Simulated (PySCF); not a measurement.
ethanol cation (C2H6O), SMILES CCO (connectivity only; charge and spin as stated), charge +1, multiplicity 2. Atoms are numbered in the order given.

```xyz
9

C     -0.2094    -1.2267     0.0000
C      0.4806     0.0882     0.0000
O     -0.2262     1.2438     0.0000
H      0.5268    -2.0295     0.0000
H     -0.8439    -1.3394    -0.8863
H     -0.8439    -1.3394     0.8863
H      1.2719     0.2368     0.8033
H      1.2719     0.2368    -0.8033
H     -1.2008     1.1149     0.0000
```
Charge +1, spin multiplicity 2.

Geometry optimised at B3LYP-D3(BJ)/def2-TZVP. The spin state was assumed, not searched. One conformer was computed; it need not be the lowest.

Method: TDA-CAM-B3LYP/def2-SVPD run with PySCF.

Vertical excitations. Isolated molecule, no solvent.

| state | energy (eV) | λ (nm) | f | main pairs |
|---|---|---|---|---|
| root 1 | 2.39 | 519 | 0.001 | β HOMO−2→LUMO 76 %, β HOMO−1→LUMO 19 % |
| root 2 | 3.51 | 353 | 0.000 | β HOMO−1→LUMO 76 %, β HOMO−2→LUMO 22 % |
| root 3 | 3.57 | 347 | 0.065 | β HOMO→LUMO 98 % |
| root 4 | 5.77 | 215 | 0.000 | β HOMO−4→LUMO 89 % |
| root 5 | 6.12 | 203 | 0.089 | β HOMO−3→LUMO 95 % |
| root 6 | 6.79 | 183 | 0.011 | β HOMO−5→LUMO 90 % |
| root 7 | 9.51 | 130 | 0.000 | α HOMO→LUMO 90 % |
| root 8 | 10.23 | 121 | 0.005 | α HOMO→LUMO+1 20 %, β HOMO→LUMO+1 71 % |
| root 9 | 10.30 | 120 | 0.001 | α HOMO−2→LUMO 21 %, α HOMO−1→LUMO 10 %, β HOMO−2→LUMO+1 42 %, β HOMO−1→LUMO+1 16 % |
| root 10 | 10.37 | 120 | 0.017 | α HOMO→LUMO+1 70 %, β HOMO→LUMO+1 22 % |
Unrestricted roots are not spin-pure.
